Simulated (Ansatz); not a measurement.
# Other spins and charges of GeN⁺, triplet at one geometry

Geometry (PBE0/def2-TZVP stationary point for this spin):

```csv
atom,x (Å),y (Å),z (Å)
Ge,0.0000,0.0000,0.0000
N,0.0000,0.0000,1.9011
```

Basis cc-pVTZ; Ansatz 0.2.0. Only valence electrons are correlated (noble-gas cores and the filled d shells of p-block atoms frozen). Prefix R: restricted or restricted open-shell reference; prefix U: unrestricted. Active spaces: valence = (8e, 8o) chosen from the atoms' valence shells. No spin–orbit coupling is included, and no scalar relativity.

Gaps are energies of the second state less the first, at fixed atoms, for a selection of the levels run; each method lands on the state that its own search finds for that charge and spin.

Quintet less triplet: 2.336 eV at UCCSDT(Q).

| level | gap (eV) | error (meV) |
| --- | --- | --- |
| UHF | 1.360 | -976 |
| UMP2 | 2.290 | -46 |
| UCCSD | 2.267 | -69 |
| UCCSD(T) | 2.326 | -10 |
| BCCD(T) | 2.336 | 0 |
| UCCSDT | 2.330 | -6 |
| CASSCF (valence space) | 2.160 | -176 |
| NEVPT2 (valence space) | 2.344 | 8 |
| MRCISD (valence space) | 2.341 | 5 |
| MRCISD+Q (valence space) | 2.340 | 4 |
| PBE | 2.629 | 293 |
| r2SCAN | 2.309 | -27 |
| B97M-V | 2.467 | 131 |
| B3LYP | 2.596 | 260 |
| wB97M-V | 2.520 | 184 |
| B2PLYP | 2.494 | 158 |
| RPA-PBE | 2.409 | 73 |

Functionals correlate the shells that the reference freezes, so part of their error here is the reference's.

Full CI isn't at hand for all of this; UCCSDT(Q) serves as the reference, and is uncertain by the last step of the cluster series or more. The frozen core follows each run's orbitals, which can shift R against U totals by a few meV for light atoms and by up to 0.1 eV past Ca.
